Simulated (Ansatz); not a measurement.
Ansatz (a quantum-chemistry and plane-wave program) input (PBE/def2-TZVP):

Ansatz 0.2 input:
```yaml
crystal:
  periodic: [false, false, false]
  atoms:
    - {symbol: C, position_ang: [0.00053452, 0.00126565, 0.33943617]}
    - {symbol: H, position_ang: [0.00225136, 0.00533085, 1.42969220]}
    - {symbol: F, position_ang: [0.00598628, 1.25541479, -0.13307438]}
    - {symbol: F, position_ang: [1.08434551, -0.63379114, -0.12772827]}
    - {symbol: F, position_ang: [-1.09093829, -0.62305973, -0.12434282]}
basis:
  gaussian:
    orbitals: def2-TZVP
hamiltonian:
  xc: {name: PBE}
magnetization: {spin_polarized: false}
```

Output:

```
Functional definition: PBE
integrals: 0.03 GiB planned
692 factors; their error is unknown
mean field: 0.34 GiB planned
mean field evaluation 1: about -9197.5100 eV, gradient 3.7e1 eV
mean field evaluation 2: about -9195.3009 eV, gradient 5.7e1 eV
mean field evaluation 4: about -9199.2668 eV, gradient 1.7e0 eV
mean field evaluation 8: about -9199.2681 eV, gradient 3.0e-2 eV
mean field evaluation 16: about -9199.2538 eV, gradient 6.5e-5 eV
mean field -9199.25375610 eV, -338.0663400585 hartree, gradient 6.5e-5 eV, S^2 0.000000; 0 other end points of the search recorded, 0 dependent functions left out
reference -9199.25377616 eV, -338.0663407959 hartree; 17, 17 occupied and 113, 113 virtual orbitals, 692 factors
Total energy: -9199.25377616 eV, -338.0663407959 hartree
```
